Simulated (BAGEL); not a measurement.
# H3O+ (oxonium) at CASPT2(8,7)/6-31G(d) (density fitting with qzvpp-jkfit, spherical functions)

Aim: the vertical singlet–triplet gap of H3O+ (oxonium) at CASPT2(8,7)/6-31G* (density fitting with qzvpp-jkfit, spherical functions), from 2 runs. 

The calculation is run with BAGEL 1.2.2.

## (1) The molecule

H3O+: 4 atoms, total charge +1, spin state singlet. As SMILES, `[OH3+]`. Geometry: relaxed at GFN2-xTB.

Bond lengths: O1–H2 0.983 Å, O1–H3 0.983 Å, O1–H4 0.984 Å. Angles: H2–O1–H3 112.0°, H2–O1–H4 112.0°, H3–O1–H4 112.0°.

## (2) The energy at CASPT2(8,7)/6-31G(d) (density fitting with qzvpp-jkfit, spherical functions)

Input file caspt2.json:

```json
{ "bagel" : [

{
  "title" : "molecule",
  "basis" : "6-31gs.json",
  "df_basis" : "qzvpp-jkfit",
  "angstrom" : true,
  "geometry" : [
    { "atom" : "O", "xyz" : [       0.196050,      -0.061020,      -0.056900 ] },
    { "atom" : "H", "xyz" : [       0.214230,       0.919440,       0.016470 ] },
    { "atom" : "H", "xyz" : [      -0.413410,      -0.366620,      -0.765680 ] },
    { "atom" : "H", "xyz" : [       0.003130,      -0.491800,       0.806120 ] }
  ]
},

{ "title" : "hf", "charge" : 1 },

{ "title" : "casscf", "nstate" : 1, "nact" : 7, "nclosed" : 1, "charge" : 1, "maxiter" : 200, "natocc" : true },

{ "title" : "print", "file" : "orbitals.molden", "orbitals" : true },

{ "title" : "smith", "method" : "caspt2", "ms" : true, "xms" : true, "sssr" : true, "shift" : 0.0, "ncore" : 1 }

]}
```

The basis set 6-31G* is read from a file made from the Basis Set Exchange's data (not shown).

The run is started by

```
$ BAGEL_NUM_THREADS=1 BAGEL caspt2.json > caspt2.out
```

The program printed:

```text
* using 1 threads per process

  ===============================================================
  ===============================================================

  *** Geometry ***

  { "atom" : "O", "xyz" : [      0.370481,     -0.115311,     -0.107525 ] },
  { "atom" : "H", "xyz" : [      0.404836,      1.737490,      0.031124 ] },
  { "atom" : "H", "xyz" : [     -0.781232,     -0.692811,     -1.446925 ] },
  { "atom" : "H", "xyz" : [      0.005915,     -0.929367,      1.523346 ] },

  Number of auxiliary basis functions:      131

  Since a DF basis is specified, we compute 2- and 3-index integrals:
    o Being stored without compression. Storage requirement is 0.000 GB

  Number of basis functions:       20
  Number of electrons      :       11

    * METHOD: MOLECULE                             0.01

  *** RHF ***

  === Nuclear Repulsion ===
    13.8867713276

      * DIIS with orbital gradients will be used.

  === RHF iteration (6-31gs.json) ===
      0        -76.23079592          0.04465345           0.00
      1        -76.27537096          0.02031924           0.00
      2        -76.28620878          0.00401006           0.00
      3        -76.28665757          0.00036452           0.00
      4        -76.28666291          0.00008219           0.00
      5        -76.28666340          0.00001596           0.00
      6        -76.28666342          0.00000364           0.00
      7        -76.28666342          0.00000045           0.00
      8        -76.28666342          0.00000017           0.00
      9        -76.28666342          0.00000003           0.00
     10        -76.28666342          0.00000000           0.00
    * SCF iteration converged.

    * Permanent dipole moment:
           (    0.626002,    -0.194820,    -0.181712) a.u.

    * METHOD: HF                                   0.02

  ---------------------------
      CASSCF calculation
  ---------------------------

    * nstate   :      1
    * nclosed  :      1
    * nact     :      7
    * nvirt    :     12
  === CASSCF iteration (6-31gs.json) ===

    * Using the second-order algorithm

      0  0       -76.30279943     7.68e-03      0.00

      1  0       -76.36496442     6.63e-03      0.01

      2  0       -76.37420288     1.31e-03      0.01

      3  0       -76.37471014     7.78e-04      0.01

      4  0       -76.37482914     4.61e-04      0.01

      5  0       -76.37486706     2.76e-04      0.01

      6  0       -76.37487947     1.63e-04      0.01

      7  0       -76.37488358     9.54e-05      0.01

      8  0       -76.37488495     5.54e-05      0.01

      9  0       -76.37488541     3.21e-05      0.01

     10  0       -76.37488556     1.85e-05      0.01

     11  0       -76.37488561     1.07e-05      0.01

     12  0       -76.37488563     6.19e-06      0.01

     13  0       -76.37488563     3.58e-06      0.01

     14  0       -76.37488563     2.07e-06      0.01

     15  0       -76.37488563     1.20e-06      0.01

     16  0       -76.37488563     6.93e-07      0.01

     17  0       -76.37488564     4.01e-07      0.01

     18  0       -76.37488564     2.32e-07      0.01

     19  0       -76.37488564     1.34e-07      0.01

     20  0       -76.37488564     7.80e-08      0.01

     21  0       -76.37488564     4.52e-08      0.01

     22  0       -76.37488564     2.62e-08      0.01

     23  0       -76.37488564     1.51e-08      0.01

     24  0       -76.37488564     8.76e-09      0.01

    * Second-order optimization converged. *

     guess   0:   closed 1111...              open .......

  === FCI iteration ===

      0  0       -76.28589318     1.47e-02      0.00
      1  0       -76.36958188     4.05e-03      0.00
      2  0       -76.37465313     8.58e-04      0.00
      3  0       -76.37487290     1.95e-04      0.00
      4  0       -76.37488455     5.59e-05      0.00
      5  0       -76.37488557     1.41e-05      0.00
      6  0       -76.37488563     3.32e-06      0.00
      7  0       -76.37488563     6.93e-07      0.00
      8  0       -76.37488564     1.36e-07      0.00
      9  0       -76.37488564     2.40e-08      0.00
     10  0       -76.37488564     4.23e-09      0.00
     11  0       -76.37488564     9.48e-10      0.00
     12  0       -76.37488564     2.28e-10      0.00
     13  0 *     -76.37488564     4.90e-11      0.00

     * ci vector, state   0, <S^2> = -0.0000
       2222...    -0.9845858146
       222.2..     0.0664690154
       22.2.2.     0.0662559978
       2.22..2     0.0596482575

    * METHOD: CASSCF                               0.21

    * METHOD: PRINT                                0.00

  === SMITH program ===

    * freezing 1 orbital

    * Approximate memory requirement for SMITH calulation per MPI process:
      o Storage requirement for T-amplitude, lambda, and residual is 0.00 GB
      o Storage requirement for MO integrals is 0.00 GB
    * Calculating and saving rdm4f

    * Zeroth order energy : state  0      -10.3243608127

    * CASPT2 iteration is performed using redundant basis

      ---- iteration ----

        0    -0.09533625     0.01353823      0.02
        1    -0.09605127     0.00129251      0.02
        2    -0.09606210     0.00014629      0.02
        3    -0.09606221     0.00002099      0.02
        4    -0.09606222     0.00000234      0.02
        5    -0.09606222     0.00000029      0.02

      -------------------

    * CASPT2 energy : state  0      -76.4709478538
        reference weight              0.9786123745

    * METHOD: SMITH                                0.32

  ===============================================================
```

It took 0.88 s on 1 thread of Intel Xeon 6975P-C (Granite Rapids), shared host; peak memory 0.08 GiB.

## (3) The triplet at the same level

Input file input.json:

```json
{ "bagel" : [

{
  "title" : "molecule",
  "basis" : "6-31gs.json",
  "df_basis" : "qzvpp-jkfit",
  "angstrom" : true,
  "geometry" : [
    { "atom" : "O", "xyz" : [    0.196050,   -0.061020,   -0.056900 ] },
    { "atom" : "H", "xyz" : [    0.214230,    0.919440,    0.016470 ] },
    { "atom" : "H", "xyz" : [   -0.413410,   -0.366620,   -0.765680 ] },
    { "atom" : "H", "xyz" : [    0.003130,   -0.491800,    0.806120 ] }
  ]
},
{ "title" : "hf", "charge" : 1 },
{ "title" : "casscf", "nstate" : 1, "nact" : 7, "nclosed" : 1, "charge" : 1, "nspin" : 2, "maxiter" : 200, "natocc" : true },
{ "title" : "print", "file" : "orbitals.molden", "orbitals" : true },
{ "title" : "smith", "method" : "caspt2", "ms" : true, "xms" : true, "sssr" : true, "shift" : 0.0, "ncore" : 1 }

]}
```

The basis set 6-31G* is read from a file made from the Basis Set Exchange's data (not shown).

The run is started by

```
$ BAGEL_NUM_THREADS=1 BAGEL input.json > input.out
```

The program printed:

```text
* using 1 threads per process

  ===============================================================
  ===============================================================

  *** Geometry ***

  { "atom" : "O", "xyz" : [      0.370481,     -0.115311,     -0.107525 ] },
  { "atom" : "H", "xyz" : [      0.404836,      1.737490,      0.031124 ] },
  { "atom" : "H", "xyz" : [     -0.781232,     -0.692811,     -1.446925 ] },
  { "atom" : "H", "xyz" : [      0.005915,     -0.929367,      1.523346 ] },

  Number of auxiliary basis functions:      131

  Since a DF basis is specified, we compute 2- and 3-index integrals:
    o Being stored without compression. Storage requirement is 0.000 GB

  Number of basis functions:       20
  Number of electrons      :       11

    * METHOD: MOLECULE                             0.01

  *** RHF ***

  === Nuclear Repulsion ===
    13.8867713276

      * DIIS with orbital gradients will be used.

  === RHF iteration (6-31gs.json) ===
      0        -76.23079592          0.04465345           0.00
      1        -76.27537096          0.02031924           0.00
      2        -76.28620878          0.00401006           0.00
      3        -76.28665757          0.00036452           0.00
      4        -76.28666291          0.00008219           0.00
      5        -76.28666340          0.00001596           0.00
      6        -76.28666342          0.00000364           0.00
      7        -76.28666342          0.00000045           0.00
      8        -76.28666342          0.00000017           0.00
      9        -76.28666342          0.00000003           0.00
     10        -76.28666342          0.00000000           0.00
    * SCF iteration converged.

    * Permanent dipole moment:
           (    0.626002,    -0.194820,    -0.181712) a.u.

    * METHOD: HF                                   0.02

  ---------------------------
      CASSCF calculation
  ---------------------------

    * nstate   :      1
    * nclosed  :      1
    * nact     :      7
    * nvirt    :     12
  === CASSCF iteration (6-31gs.json) ===

    * Using the second-order algorithm

      0  0       -75.85907225     8.01e-02      0.00

      1  0       -75.92013895     1.46e-02      0.01

      2  0       -75.94689359     3.19e-03      0.01

      3  0       -75.94794216     4.29e-04      0.01

      4  0       -75.94798266     1.11e-04      0.01

      5  0       -75.94798590     4.15e-05      0.01

      6  0       -75.94798620     1.48e-05      0.01

      7  0       -75.94798622     5.10e-06      0.01

      8  0       -75.94798623     1.83e-06      0.01

      9  0       -75.94798623     8.38e-07      0.01

     10  0       -75.94798623     5.43e-07      0.01

     11  0       -75.94798623     4.11e-07      0.01

     12  0       -75.94798623     3.22e-07      0.01

     13  0       -75.94798623     2.53e-07      0.01

     14  0       -75.94798623     1.99e-07      0.01

     15  0       -75.94798623     1.57e-07      0.01

     16  0       -75.94798623     1.23e-07      0.01

     17  0       -75.94798623     9.71e-08      0.01

     18  0       -75.94798623     7.64e-08      0.01

     19  0       -75.94798623     6.01e-08      0.01

     20  0       -75.94798623     4.73e-08      0.01

     21  0       -75.94798623     3.72e-08      0.01

     22  0       -75.94798623     2.93e-08      0.01

     23  0       -75.94798623     2.30e-08      0.01

     24  0       -75.94798623     1.81e-08      0.01

     25  0       -75.94798623     1.42e-08      0.01

     26  0       -75.94798623     1.12e-08      0.01

     27  0       -75.94798623     8.80e-09      0.01

    * Second-order optimization converged. *

     guess   0:   closed 111....              open ...11..

  === FCI iteration ===

      0  0       -75.89270018     1.38e-02      0.00
      1  0       -75.94542300     3.16e-03      0.00
      2  0       -75.94779899     8.56e-04      0.00
      3  0       -75.94797359     1.73e-04      0.00
      4  0       -75.94798449     5.74e-05      0.00
      5  0       -75.94798601     2.53e-05      0.00
      6  0       -75.94798621     8.16e-06      0.00
      7  0       -75.94798623     2.35e-06      0.00
      8  0       -75.94798623     5.63e-07      0.00
      9  0       -75.94798623     1.72e-07      0.00
     10  0       -75.94798623     5.35e-08      0.00
     11  0       -75.94798623     1.52e-08      0.00
     12  0       -75.94798623     7.30e-09      0.00
     13  0       -75.94798623     2.67e-09      0.00
     14  0       -75.94798623     8.75e-10      0.00
     15  0       -75.94798623     3.68e-10      0.00
     16  0       -75.94798623     1.39e-10      0.00
     17  0 *     -75.94798623     3.90e-11      0.00

     * ci vector, state   0, <S^2> = 2.0000
       222aa..    -0.9881481150
       2.2aa.2     0.0698625812
       22.aa2.     0.0698544288

    * METHOD: CASSCF                               0.21

    * METHOD: PRINT                                0.00

  === SMITH program ===

    * freezing 1 orbital

    * Approximate memory requirement for SMITH calulation per MPI process:
      o Storage requirement for T-amplitude, lambda, and residual is 0.00 GB
      o Storage requirement for MO integrals is 0.00 GB
    * Calculating and saving rdm4f

    * Zeroth order energy : state  0      -10.0326167046

    * CASPT2 iteration is performed using redundant basis

      ---- iteration ----

        0    -0.11078536     0.01208354      0.03
        1    -0.11169876     0.00125686      0.03
        2    -0.11171633     0.00014374      0.02
        3    -0.11171656     0.00001647      0.02
        4    -0.11171657     0.00000355      0.02
        5    -0.11171657     0.00000044      0.02

      -------------------

    * CASPT2 energy : state  0      -76.0597028008
        reference weight              0.9704769454

    * METHOD: SMITH                                0.33

  ===============================================================
```

It took 0.88 s on 1 thread of Intel Xeon 6975P-C (Granite Rapids), shared host; peak memory 0.08 GiB.

## (4) Summary of results

Level: CASPT2(8,7)/6-31G* (density fitting with qzvpp-jkfit, spherical functions), 1 core orbital frozen.

| quantity | value |
| --- | --- |
| singlet: total energy | -76.47095 Eh |
| triplet: total energy | -76.05970 Eh |
| vertical energy of the triplet above the singlet | 11.191 eV |

What this shows: At this shape the triplet lies 11.19 eV (258 kcal/mol) above the singlet.
